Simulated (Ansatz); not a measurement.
# AlHO (singlet): from Hartree-Fock to the top rungs at scale of all distances = 0.895, 6-31G

One table from this session's results is given with a row withheld; the runs are named, their logs left out.

The runs use Ansatz 0.2.0, Gaussian basis; 6-31G, core rule «outside noble gas», up to 6 orbitals frozen.

To be run: UHF; CCSD(T) on RHF; BCCD(T) on RHF; CISD; CCSDT(Q) on RHF; CISDTQ; CCSDTQ on RHF; CASSCF and MRCISD+Q, 2 electrons in 2 orbitals; CASSCF and NEVPT2, 2 electrons in 2 orbitals; Full CI.

27 further runs of the same task are left out: 18 for a known fault of the program, 5 that didn't finish, 4 set aside as unsound or not needed.

## The system

The geometry derives from a PBE0/def2-TZVP stationary point (not a proven minimum). All distances are scaled together.

3 atoms, charge 0, spin multiplicity 1.

Atoms are counted from 1 here; the program's logs count them from 0.

Bond lengths: Al1–O2 1.499 Å, O2–H3 0.850 Å. Angles: Al1–O2–H3 180.0°.

The first run:

Input file in.yaml:

```yaml
crystal:
  periodic: [false, false, false]
  atoms:
    - {symbol: Al, position_ang: [0.000000, 0.000000, 1.282528]}
    - {symbol: O, position_ang: [0.000000, 0.000000, -0.216123]}
    - {symbol: H, position_ang: [0.000000, 0.000000, -1.066405]}
basis:
  gaussian: {orbitals: 6-31G}
magnetization: {spin_polarized: true, initial_magnetization: 0}
hamiltonian: {xc: hf}
output: {orbitals: {seedname: orbitals}}
```

Launch:

```sh
ansatz run in.yaml --threads 1 --pin off --events-out ev --progress --plain --max-ram 2393MiB
```

Steps of the session up to this table: UHF; CCSD(T) on RHF; BCCD(T) on RHF; CISD; CCSDT(Q) on RHF; CISDTQ; CCSDTQ on RHF; CASSCF and MRCISD+Q, 2 electrons in 2 orbitals; CASSCF and NEVPT2, 2 electrons in 2 orbitals; Full CI.

One table of the session follows, with a row left open; its other results are not shown here.

| method | from FCI (meV) |
| --- | --- |
| RHF | ? |
| RMP2 | +410.8 |
| CISD | +346.8 |
| RCCSD | +76.7 |
| RCCSD(T) | +18.4 |
| BCCD(T) | +15.2 |
| RCCSDT | +13.7 |
| CISDTQ | +15.2 |
| RCCSDT(Q) | -1.1 |
| RCCSDTQ | +0.1 |
| CASSCF pair | +3872.0 |
| NEVPT2 pair | +360.7 |
| MRCISD pair | +296.5 |
| MRCISD+Q pair | +48.0 |
| FCI | 0 |

Estimate the missing values for RHF.

As computed: from FCI (meV): +4324.3. In the column «from FCI (meV)» it is the highest.

Among the levels timed on like hardware and quicker than the yardstick, those that no quicker one beats, quickest first: BCCD(T) (0.42 s, +15.2 meV); RCCSDT(Q) (1.2 s, -1.1 meV); RCCSDTQ (13 s, +0.1 meV).

To keep in mind: The yardstick is full CI for this spin, exact in this basis with these frozen cores. Of the multireference levels listed MRCISD+Q pair comes nearest in total energy (+48.0 meV), which doesn't show that its space is the better one.
